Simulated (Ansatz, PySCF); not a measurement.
This Ansatz (a program for electronic structure) input computes a PBE0/def2-TZVPD energy:

Ansatz 0.2 input:
```yaml
crystal:
  periodic: [false, false, false]
  atoms:
    - {symbol: O, position_ang: [0.01896663, -0.71043085, 0.00501195]}
    - {symbol: C, position_ang: [-0.00767407, 0.70487061, -0.00510197]}
    - {symbol: C, position_ang: [1.32701526, -1.23358840, -0.00630597]}
    - {symbol: C, position_ang: [-1.44885685, 1.16522519, 0.00822254]}
    - {symbol: H, position_ang: [0.53191605, 1.09348631, 0.87107085]}
    - {symbol: H, position_ang: [0.51138476, 1.08044940, -0.89918082]}
    - {symbol: H, position_ang: [1.24509694, -2.31950930, 0.00264131]}
    - {symbol: H, position_ang: [1.87638747, -0.92393236, -0.90539463]}
    - {symbol: H, position_ang: [1.89703806, -0.91081970, 0.87514254]}
    - {symbol: H, position_ang: [-1.97905540, 0.78806055, -0.86721785]}
    - {symbol: H, position_ang: [-1.95854557, 0.80108383, 0.90118280]}
    - {symbol: H, position_ang: [-1.49886130, 2.25558362, 0.00077261]}
basis:
  gaussian:
    orbitals: def2-TZVPD
hamiltonian:
  xc: {name: PBE0}
output: {forces: true}
```

Task: Write an input for the same energy in PySCF and say what it gives.

Result: 
```python
from pyscf import gto, scf, dft

mol = gto.M(
    atom='''
    O     0.01896663   -0.71043085    0.00501195
    C    -0.00767407    0.70487061   -0.00510197
    C     1.32701526   -1.23358840   -0.00630597
    C    -1.44885685    1.16522519    0.00822254
    H     0.53191605    1.09348631    0.87107085
    H     0.51138476    1.08044940   -0.89918082
    H     1.24509694   -2.31950930    0.00264131
    H     1.87638747   -0.92393236   -0.90539463
    H     1.89703806   -0.91081970    0.87514254
    H    -1.97905540    0.78806055   -0.86721785
    H    -1.95854557    0.80108383    0.90118280
    H    -1.49886130    2.25558362    0.00077261
    ''',
    basis='def2-tzvpd',
    charge=0,
    spin=0,
    verbose=4,
)

mf = dft.RKS(mol, xc='pbe0').density_fit(auxbasis='def2-universal-jkfit')
mf.grids.level = 3
mf.conv_tol = 1e-9
mf.max_cycle = 100
mf.max_memory = 1500
mf.kernel()
if not mf.converged:
    mf = mf.newton()
    mf.kernel(mf.make_rdm1())
mf.analyze()
```
It gives -194.18765 Eh, and Ansatz -194.18757 Eh, a difference of 0.08 mEh, from the treatment of integrals and grids.
